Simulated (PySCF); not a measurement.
# S2F2 (Difluorodisulfane) at CCSDT(Q)/STO-3G

Aim: the energy change on altering one bond length of S2F2 (Difluorodisulfane) at CCSDT(Q)/STO-3G, from 2 runs. The job is set up through a Python script.

Program for the calculation: PySCF 2.14.0.

13 further runs of the same task are left out: 4 that didn't finish, 9 set aside as unsound or not needed.

**1. The molecule**

The species is S2F2 (4 atoms), meant as a singlet with charge 0. As SMILES, `FSSF`. Geometry: relaxed at PBE0-D4/def2-TZVP.

Bond lengths: F1–S2 1.631 Å, S2–S3 1.890 Å, S3–F4 1.631 Å. Angles: F1–S2–S3 108.6°, S2–S3–F4 108.6°.

**2. The energy at CCSDT(Q)/STO-3G**

Input file start.xyz:

```xyz
4
F2S2
F     -1.783750    -0.199930    -0.621590
S     -0.467670     0.764150    -0.632370
S      1.044990    -0.276390    -0.184720
F      1.206410    -0.287820     1.438680
```

Input file run.py:

```python
from pyscf import gto, cc

molecule = gto.Mole()
molecule.atom = 'start.xyz'
molecule.verbose = 3
molecule.basis = 'sto-3g'
molecule.max_memory = 1860
molecule.build()

mf = molecule.RHF()
mf.conv_tol = 1e-10
mf.kernel()
if not mf.converged:
    mf = mf.newton().run(mf.mo_coeff, mf.mo_occ)

mycc = cc.CCSDT(mf, frozen=12)
mycc.kernel()
e_bracket, e_q = mycc.ccsdt_q()
e_tot = mycc.e_tot + e_q
print(f'total energy: {e_tot:.8f} hartree')
```

Run with:

```
$ OMP_NUM_THREADS=1 python run.py
```

What it wrote:

```text
converged SCF energy = -982.331905348405
_make_eris_incore_RCCSDT

WARN: A large `blksize` is being used, which may cause large memory consumption
      for storing contraction intermediates. If memory is sufficient, consider using
      `pyscf.cc.rccsdt_highm.RCCSDT` instead.

RCCSDT converged
E(RCCSDT) = -982.4416533018458   E_corr = -0.1097479534410892
E_corr(same-spin) = -0.00809310616145256
E_corr(oppo-spin) = -0.101654847279637
_make_eris_incore_RCCSDT
total energy: -982.44172242 hartree
```

Run time: 9 s. Hardware: 1 thread of Arm Neoverse V1, shared host; peak memory 0.12 GiB.

**3. The distorted shape, same level**

Input file job.py:

```python
from pyscf import gto, cc

system = gto.M(
    atom=[
    ('F', (-2.540109, 0.320360, -0.845423)),
    ('S', (-1.224029, 1.284440, -0.856203)),
    ('S', (1.044990, -0.276390, -0.184720)),
    ('F', (1.206410, -0.287820, 1.438680)),
],
    verbose=4,
    max_memory=1860,
    basis='sto-3g',
)

calc0 = system.RHF()
calc0.conv_tol = 1e-10
calc0.kernel()
if not calc0.converged:
    calc0 = calc0.newton().run(calc0.mo_coeff, calc0.mo_occ)

mycc = cc.CCSDT(calc0, frozen=12)
mycc.kernel()
e_bracket, e_q = mycc.ccsdt_q()
etot = mycc.e_tot + e_q
print(f'total energy: {etot:.8f} hartree')
```

Run with:

```
$ OMP_NUM_THREADS=1 python job.py
```

What it wrote:

```text
PySCF version 2.14.0

[INPUT] num. atoms = 4
[INPUT] num. electrons = 50
[INPUT] charge = 0
[INPUT] spin (= nelec alpha-beta = 2S) = 0
[INPUT] symmetry False subgroup None
[INPUT] Mole.unit = angstrom
[INPUT] Symbol           X                Y                Z      unit          X                Y                Z       unit  Magmom
[INPUT]  1 F     -2.540109000000   0.320360000000  -0.845423000000 AA   -4.800110336543   0.605392661266  -1.597617929408 Bohr   0.0
[INPUT]  2 S     -1.224029000000   1.284440000000  -0.856203000000 AA   -2.313079578525   2.427239823436  -1.617989177031 Bohr   0.0
[INPUT]  3 S      1.044990000000  -0.276390000000  -0.184720000000 AA    1.974744902909  -0.522301403569  -0.349070209730 Bohr   0.0
[INPUT]  4 F      1.206410000000  -0.287820000000   1.438680000000 AA    2.279784493937  -0.543900973172   2.718711180889 Bohr   0.0

nuclear repulsion = 192.138558131497
number of shells = 16
number of NR pGTOs = 84
number of NR cGTOs = 28
basis = sto-3g
ecp = {}

[... 39 lines left out ...]
converged SCF energy = -982.228037248179
[... 16 lines left out ...]
WARN: A large `blksize` is being used, which may cause large memory consumption
[... 12 lines left out ...]
Init t2, MP2 energy = -982.348820062403  E_corr(MP2) -0.120782814224
[... 30 lines left out ...]
RCCSDT converged
[... 5 lines left out ...]
total energy: -982.41421529 hartree
```

Run time: 10 s. Hardware: 1 thread of Arm Neoverse V1, shared host; peak memory 0.12 GiB.

**4. Summary of results**

Level: CCSDT(Q)/STO-3G, 12 core orbitals frozen.

```
                                                         quantity          value
                                        first shape: total energy  -982.44172 Eh
                first shape: dipole moment (Hartree–Fock density)         0.46 D
                 first shape: HOMO energy (Hartree–Fock orbitals)       -7.68 eV
                 first shape: LUMO energy (Hartree–Fock orbitals)        9.62 eV
               first shape: HOMO–LUMO gap (Hartree–Fock orbitals)       17.30 eV
        first shape: correlation energy (12 core orbitals frozen)     -109.8 mEh
                                       first shape: T1 diagnostic          0.011
                                    distorted shape: total energy  -982.41422 Eh
            distorted shape: dipole moment (Hartree–Fock density)         0.59 D
             distorted shape: HOMO energy (Hartree–Fock orbitals)       -6.16 eV
             distorted shape: LUMO energy (Hartree–Fock orbitals)        2.28 eV
           distorted shape: HOMO–LUMO gap (Hartree–Fock orbitals)        8.44 eV
    distorted shape: correlation energy (12 core orbitals frozen)     -186.2 mEh
                                   distorted shape: T1 diagnostic          0.017
energy change with the S2–S3 bond stretched from 1.890 to 2.835 Å       0.749 eV
```

With the S2–S3 bond stretched from 1.890 to 2.835 Å the energy rises by 0.75 eV (17.3 kcal/mol). The first shape isn't relaxed at this level, so the change isn't measured from a minimum. The minimal basis adds a large error of its own. Mulliken charges (first shape) of the mean-field density run from -0.20 on F1 to +0.20 on S2.
